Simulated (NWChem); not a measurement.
# HF/3-21G run of C3H9P (trimethylphosphine), part 2 of 2

NWChem 7.3.0. The steps go on from the part before.

### 3 The doublet cation: a geometry optimisation at UHF/3-21G

File calc.nw:

```
start calc
title "C3H9P optimise"
memory total 2200 mb
charge 1
geometry units atomic noautosym
C  -0.95958403  2.69219832 -1.09611674
P   1.21637891 -0.01381390 -1.24264611
C   2.24847173 -0.08936515  2.07516495
C  -1.09874346 -2.60498746 -1.17329316
H  -1.98254947  2.85206915 -2.88152998
H   0.12007320  4.43189909 -0.83620381
H  -2.32734890  2.51730417  0.44510609
H   0.65548930 -0.06487430  3.39370246
H   3.36667937 -1.79130919  2.41085590
H   3.45749961  1.53880398  2.45860928
H  -0.11194738 -4.40629330 -0.96999642
H  -2.13072290 -2.65563212 -2.95995362
H  -2.45369599 -2.40599930  0.37630116
end
basis spherical bse
* library 3-21G
end
scf
nopen 1
uhf
thresh 1e-07
maxiter 80
print low
end
driver
maxiter 60
end
freq
temp 2 298.15 500
end
task scf optimize
task scf frequencies
```

On the command line:

```bash
$ nwchem calc.nw > calc.out
```

Log:

```text
Northwest Computational Chemistry Package (NWChem) 7.3.0
             --------------------------------------------------------

           Job information
           ---------------

    nwchem branch   = 7.3.0
    use scalapack   = T
    input           = calc.nw
    prefix          = calc.
    data base       = ./calc.db
    status          = startup
    nproc           =        1

           Memory information
           ------------------

    heap     =     72089598 doubles =      550.0 Mbytes
    stack    =     72089595 doubles =      550.0 Mbytes
    global   =    144179200 doubles =     1100.0 Mbytes (distinct from heap & stack)
    total    =    288358393 doubles =     2200.0 Mbytes
    verify   = yes
    hardfail = no

           Directory information
           ---------------------

  0 permanent = .
  0 scratch   = .

                                NWChem Input Module
                                -------------------

                                  C3H9P optimise
                                  --------------

          ------
          auto-z
          ------
  no constraints, skipping    0.0000000000000000
  no constraints, skipping    0.0000000000000000

                             Geometry "geometry" -> ""
                             -------------------------

 Output coordinates in a.u. (scale by  1.000000000 to convert to a.u.)

  No.       Tag          Charge          X              Y              Z
 ---- ---------------- ---------- -------------- -------------- --------------
    1 C                    6.0000    -1.38767989     2.69705942    -0.65877697
    2 P                   15.0000     0.78828305    -0.00895280    -0.80530634
    3 C                    6.0000     1.82037587    -0.08450405     2.51250472
[... 9 lines of this table left out ...]
   13 H                    1.0000    -2.88179185    -2.40113820     0.81364093

      Atomic Mass
      -----------

      C                 12.000000
      P                 30.973760
      H                  1.007825

 Effective nuclear repulsion energy (a.u.)     177.9486725349

            Nuclear Dipole moment (a.u.)
            ----------------------------
        X                 Y               Z
 ---------------- ---------------- ----------------
     0.0000000000     0.0000000000     0.0000000000

                                Z-matrix (autoz)
                                --------

 Units are Angstrom for bonds and degrees for angles

      Type          Name      I     J     K     L     M      Value
      ----------- --------  ----- ----- ----- ----- ----- ----------
    1 Stretch                  1     2                       1.83913
    2 Stretch                  1     5                       1.09217
    3 Stretch                  1     6                       1.09218
    4 Stretch                  1     7                       1.09435
    5 Stretch                  2     3                       1.83913
    6 Stretch                  2     4                       1.83913
    7 Stretch                  3     8                       1.09435
    8 Stretch                  3     9                       1.09217
    9 Stretch                  3    10                       1.09217
   10 Stretch                  4    11                       1.09218
   11 Stretch                  4    12                       1.09217
   12 Stretch                  4    13                       1.09435
   13 Bend                     1     2     3                99.35818
   14 Bend                     1     2     4                99.35762
   15 Bend                     2     1     5               109.52143
   16 Bend                     2     1     6               109.51714
   17 Bend                     2     1     7               112.31289
   18 Bend                     2     3     8               112.31227
   19 Bend                     2     3     9               109.51729
   20 Bend                     2     3    10               109.52213
   21 Bend                     2     4    11               109.52217
   22 Bend                     2     4    12               109.51762
   23 Bend                     2     4    13               112.31257
   24 Bend                     3     2     4                99.35565
   25 Bend                     5     1     6               107.63328
   26 Bend                     5     1     7               108.87097
   27 Bend                     6     1     7               108.86932
   28 Bend                     8     3     9               108.86880
   29 Bend                     8     3    10               108.87092
   30 Bend                     9     3    10               107.63365
   31 Bend                    11     4    12               107.63286
   32 Bend                    11     4    13               108.87034
   33 Bend                    12     4    13               108.86944
   34 Torsion                  1     2     3     8          50.54160
   35 Torsion                  1     2     3     9         171.62925
   36 Torsion                  1     2     3    10         -70.55210
   37 Torsion                  1     2     4    11        -171.76942
   38 Torsion                  1     2     4    12          70.41267
   39 Torsion                  1     2     4    13         -50.67623
   40 Torsion                  3     2     1     5        -171.75598
   41 Torsion                  3     2     1     6          70.42633
   42 Torsion                  3     2     1     7         -50.66230
   43 Torsion                  3     2     4    11         -70.57318
[... 185 lines left out ...]
      Two electron energy =    336.314331892627
[... 72 lines left out ...]
         Total SCF energy =   -456.922233539821
[... 12 lines left out ...]
 new step= 1.61                   predicted energy=   -456.924633
[... 67 lines left out ...]
      Two electron energy =    333.097142187017
[... 72 lines left out ...]
      One electron energy =   -963.343966180024
[... 47 lines left out ...]
            Nuclear Dipole moment (a.u.)
[... 32 lines left out ...]
 Nuclear repulsion energy =    173.312115061054
[... 73 lines left out ...]
      Two electron energy =    331.537815657280
[... 73 lines left out ...]
       Final UHF  results
[... 29 lines left out ...]
@    3    -456.93695857 -2.8D-03  0.00404  0.00168  0.08672  0.23777     36.1
[... 49 lines left out ...]
 Nuclear repulsion energy =    172.883162053194
[... 75 lines left out ...]
         Total SCF energy =   -456.937615369994
[... 70 lines left out ...]
       Final UHF  results
[... 14 lines left out ...]
     step= 1.00 grad=-5.1D-05 hess= 2.3D-05 energy=   -456.937643 mode=downhill
[... 67 lines left out ...]
      One electron energy =   -961.595455748207
[... 68 lines left out ...]
         Total SCF energy =   -456.937644697007
[... 12 lines left out ...]
 new step= 1.65                   predicted energy=   -456.937645
[... 67 lines left out ...]
      Two electron energy =    331.599488120830
[... 83 lines left out ...]
            Nuclear Dipole moment (a.u.)
[... 129 lines left out ...]
       Convergence  1.0D-04
[... 17 lines left out ...]
 d_dipole_x/<atom=   1,y> =    -0.1799     [   -0.8640]
[... 4 lines left out ...]
 d_dipole_x/<atom=   3,x> =    -0.1017     [   -0.4885]
[... 4 lines left out ...]
 d_dipole_x/<atom=   4,z> =    -0.0032     [   -0.0151]
[... 4 lines left out ...]
 d_dipole_x/<atom=   6,y> =    -0.0204     [   -0.0979]
[... 4 lines left out ...]
 d_dipole_x/<atom=   8,x> =     0.0259     [    0.1246]
[... 4 lines left out ...]
 d_dipole_x/<atom=   9,z> =    -0.0336     [   -0.1613]
[... 4 lines left out ...]
 d_dipole_x/<atom=  11,y> =     0.0195     [    0.0935]
[... 4 lines left out ...]
 d_dipole_x/<atom=  13,x> =     0.1005     [    0.4825]
[... 5 lines left out ...]
 d_dipole_y/<atom=   1,y> =    -0.0457     [   -0.2194]
[... 4 lines left out ...]
 d_dipole_y/<atom=   3,x> =    -0.0109     [   -0.0524]
[... 4 lines left out ...]
 d_dipole_y/<atom=   4,z> =     0.1607     [    0.7718]
[... 4 lines left out ...]
 d_dipole_y/<atom=   6,y> =     0.0564     [    0.2709]
[... 4 lines left out ...]
 d_dipole_y/<atom=   8,x> =     0.0037     [    0.0179]
[... 4 lines left out ...]
 d_dipole_y/<atom=   9,z> =     0.0132     [    0.0632]
[... 4 lines left out ...]
 d_dipole_y/<atom=  11,y> =     0.0555     [    0.2665]
[... 4 lines left out ...]
 d_dipole_y/<atom=  13,x> =    -0.0283     [   -0.1359]
[... 5 lines left out ...]
 d_dipole_z/<atom=   1,y> =    -0.0967     [   -0.4645]
[... 4 lines left out ...]
 d_dipole_z/<atom=   3,x> =     0.1891     [    0.9083]
[... 4 lines left out ...]
 d_dipole_z/<atom=   4,z> =    -0.2658     [   -1.2765]
[... 4 lines left out ...]
 d_dipole_z/<atom=   6,y> =    -0.0122     [   -0.0586]
[... 4 lines left out ...]
 d_dipole_z/<atom=   8,x> =    -0.0230     [   -0.1107]
[... 4 lines left out ...]
 d_dipole_z/<atom=   9,z> =     0.0841     [    0.4041]
[... 4 lines left out ...]
 d_dipole_z/<atom=  11,y> =     0.0095     [    0.0457]
[... 4 lines left out ...]
 d_dipole_z/<atom=  13,x> =     0.0282     [    0.1352]
[... 153 lines left out ...]
          MASS-WEIGHTED PROJECTED HESSIAN (Hartree/Bohr/Bohr/Kamu)
[... 20 lines left out ...]
              21           22           23           24           25           26           27           28           29           30
   ----- ----- ----- ----- -----
   21    2.02663D+02
   22   -4.82700D-01  1.86215D+02
   23    2.63500D-01 -1.45543D+00  5.14219D+01
   24   -4.27006D-01 -1.55317D+02  1.53116D+00  2.40666D+02
[... 14 lines of this table left out ...]
   39    2.77197D-01 -5.19959D-01 -2.25691D-01 -4.56385D-01 -6.60782D-02 -5.68586D-02  1.23310D-01  1.64365D-01 -1.00874D-01  8.29461D-02

              31           32           33           34           35           36           37           38           39
   ----- ----- ----- ----- -----
   31    1.72803D+02
   32   -1.53802D+02  2.64083D+02
   33    1.32109D+01 -1.59488D+01  5.41609D+01
   34   -8.04829D+00  4.57831D-02 -1.96673D+01  1.05225D+02
[... 4 lines of this table left out ...]
   39   -2.95253D+00  3.37173D-01  2.11259D+00  2.63699D+01  2.34996D+00 -2.11133D+01 -1.58496D+02 -1.10397D+01  2.02483D+02

 center of mass
 --------------
 x =  -0.15546495 y =   0.00176013 z =   0.15882144

 moments of inertia (a.u.)
 ------------------
         452.395951930093          -1.454931293780        -130.636938747527
          -1.454931293780         324.535392190080           1.487138553474
        -130.636938747527           1.487138553474         457.976923347211

 Rotational Constants
 --------------------
 A=   0.185506 cm-1  (  0.266896 K)
 B=   0.185505 cm-1  (  0.266895 K)
 C=   0.102754 cm-1  (  0.147836 K)

 Temperature                      =   298.15K
 frequency scaling parameter      =   1.0000

 Zero-Point correction to Energy  =   75.678 kcal/mol  (  0.120601 au)
 Thermal correction to Energy     =   80.147 kcal/mol  (  0.127723 au)
 Thermal correction to Enthalpy   =   80.740 kcal/mol  (  0.128667 au)

 Total Entropy                    =   81.443 cal/mol-K
   - Translational                =   38.884 cal/mol-K (mol. weight =  76.0442)
   - Rotational                   =   25.614 cal/mol-K (symmetry #  =        1)
   - Vibrational                  =   16.944 cal/mol-K

 Cv (constant volume heat capacity) =   22.312 cal/mol-K
   - Translational                  =    2.979 cal/mol-K
   - Rotational                     =    2.979 cal/mol-K
   - Vibrational                    =   16.353 cal/mol-K

 Temperature                      =   500.00K
 frequency scaling parameter      =   1.0000

 Zero-Point correction to Energy  =   75.678 kcal/mol  (  0.120601 au)
 Thermal correction to Energy     =   85.648 kcal/mol  (  0.136489 au)
 Thermal correction to Enthalpy   =   86.641 kcal/mol  (  0.138072 au)

 Total Entropy                    =   96.341 cal/mol-K
   - Translational                =   41.452 cal/mol-K (mol. weight =  76.0442)
   - Rotational                   =   27.155 cal/mol-K (symmetry #  =        1)
   - Vibrational                  =   27.734 cal/mol-K

 Cv (constant volume heat capacity) =   32.064 cal/mol-K
   - Translational                  =    2.979 cal/mol-K
   - Rotational                     =    2.979 cal/mol-K
   - Vibrational                    =   26.105 cal/mol-K

          -------------------------------------------------
          NORMAL MODE EIGENVECTORS IN CARTESIAN COORDINATES
          -------------------------------------------------
             (Projected Frequencies expressed in cm-1)

                    1           2           3           4           5           6

 P.Frequency       -0.00       -0.00       -0.00       -0.00        0.00        0.00

           1     0.01183     0.05152     0.00699    -0.18221     0.02801     0.01623
[... 37 lines of this table left out ...]
          39    -0.00881    -0.06880    -0.03911     0.02424     0.23636    -0.02346

                    7           8           9          10          11          12

 P.Frequency      104.35      122.66      122.67      207.54      225.15      225.17

           1    -0.00523     0.02148     0.01795     0.03173     0.03081     0.09260
[... 37 lines of this table left out ...]
          39     0.20553     0.23640     0.16338    -0.13747     0.10808    -0.04431

                   13          14          15          16          17          18

 P.Frequency      586.24      739.47      739.47      969.89      977.69      977.69

           1    -0.07094    -0.02779     0.08432     0.03986     0.01170    -0.04596
[... 37 lines of this table left out ...]
          39     0.00291    -0.03247    -0.00175     0.09358     0.13318     0.13834

                   19          20          21          22          23          24

 P.Frequency     1106.48     1121.05     1121.05     1499.61     1499.61     1525.81

           1    -0.04363    -0.06799    -0.00078    -0.02226     0.03758     0.03129
[... 37 lines of this table left out ...]
          39    -0.11503     0.07629    -0.11017     0.11375     0.15826    -0.14326

                   25          26          27          28          29          30

 P.Frequency     1586.70     1599.89     1599.89     1605.13     1605.14     1620.16

           1     0.02239     0.01657    -0.02218     0.02788    -0.00484    -0.01618
[... 37 lines of this table left out ...]
          39     0.24345    -0.11910    -0.07740    -0.00864     0.33581     0.09218

                   31          32          33          34          35          36

 P.Frequency     3206.39     3206.39     3207.74     3296.73     3296.73     3298.45

           1     0.02328     0.01260     0.01850     0.01982     0.03235    -0.02717
[... 37 lines of this table left out ...]
          39    -0.35025     0.21116     0.28584     0.16966    -0.30599    -0.25059

                   37          38          39

 P.Frequency     3319.91     3321.04     3321.04

           1    -0.03241    -0.01711     0.04292
[... 37 lines of this table left out ...]
          39     0.00726     0.00516     0.00910

 ----------------------------------------------------------------------------
 Normal Eigenvalue ||    Projected Derivative Dipole Moments (debye/angs)
  Mode   [cm**-1]  ||      [d/dqX]             [d/dqY]           [d/dqZ]
 ------ ---------- || ------------------ ------------------ -----------------
    1       -0.000 ||       0.191              -0.025             0.425
    2       -0.000 ||      -0.034              -0.191             0.043
    3       -0.000 ||      -0.370               0.002             0.102
[... 35 lines of this table left out ...]
   39     3321.036 ||      -0.390              -0.062            -0.381
 ----------------------------------------------------------------------------

 ----------------------------------------------------------------------------
 Normal Eigenvalue ||           Projected Infra Red Intensities
  Mode   [cm**-1]  || [atomic units] [(debye/angs)**2] [(KM/mol)] [arbitrary]
 ------ ---------- || -------------- ----------------- ---------- -----------
    1       -0.000 ||    0.009443           0.218         9.206       9.008
    2       -0.000 ||    0.001708           0.039         1.665       1.630
    3       -0.000 ||    0.006381           0.147         6.221       6.087
[... 35 lines of this table left out ...]
   39     3321.036 ||    0.013046           0.301        12.718      12.445
 ----------------------------------------------------------------------------

 vib:animation  F

 Task  times  cpu:       15.4s     wall:       15.4s
 Total times  cpu:       76.2s     wall:       76.2s
```

Wall time 77 s (1 thread of Intel Xeon Platinum 8259CL at 2.50GHz (Skylake/Cascade Lake), shared host); peak memory 0.13 GiB.

Steps, from the record of the run:

```csv
step,energy from the first frame kept (eV)
0,0.0000
1,-0.4580
2,-0.7101
3,-0.7870
4,-0.8049
5,-0.8056
6,-0.8057
```

After the run. Bond lengths: C1–P2 1.863 Å, P2–C3 1.863 Å, P2–C4 1.863 Å, C1–H5 1.081 Å, C1–H6 1.081 Å, C1–H7 1.084 Å, C3–H8 1.084 Å, C3–H9 1.081 Å, C3–H10 1.081 Å, C4–H11 1.081 Å, C4–H12 1.081 Å, C4–H13 1.084 Å. Some angles: C1–P2–C3 113.9°, C1–P2–C4 113.9°, C3–P2–C4 113.9°, P2–C1–H5 109.3°, P2–C1–H6 109.3°, P2–C1–H7 109.4°, P2–C3–H8 109.4°, P2–C3–H9 109.3°, P2–C3–H10 109.3°, P2–C4–H11 109.3°.

### 4 Results

The summary covers parts 1 to 2.

At HF/3-21G:

| quantity | value |
| --- | --- |
| run 1, HF/3-21G: total energy at the end | -457.19570 Eh |
| run 1, HF/3-21G: lowest harmonic wavenumber | 176 cm⁻¹ |
| run 1, HF/3-21G: highest harmonic wavenumber | 3286 cm⁻¹ |
| run 1, HF/3-21G: zero-point energy | 317.5 kJ/mol |
| doublet cation: total energy at the end | -456.93764 Eh |
| doublet cation: ⟨S²⟩ | 0.757 |
| doublet cation: lowest harmonic wavenumber | 104 cm⁻¹ |
| doublet cation: highest harmonic wavenumber | 3321 cm⁻¹ |
| doublet cation: zero-point energy | 316.6 kJ/mol |
| adiabatic ionisation energy (to the doublet cation, no zero-point term) | 7.022 eV |

The adiabatic ionisation energy (to the doublet cation, no zero-point term) is 7.02 eV (162 kcal/mol). All 33 modes (run 1, HF/3-21G) are real, so the shape is a minimum at this level. The optimisation (run 1, HF/3-21G) took 6 steps and changed the energy by -0.126 eV. All 33 modes (doublet cation) are real, so the shape is a minimum at this level. The optimisation (doublet cation) took 7 steps and changed the energy by -0.806 eV.
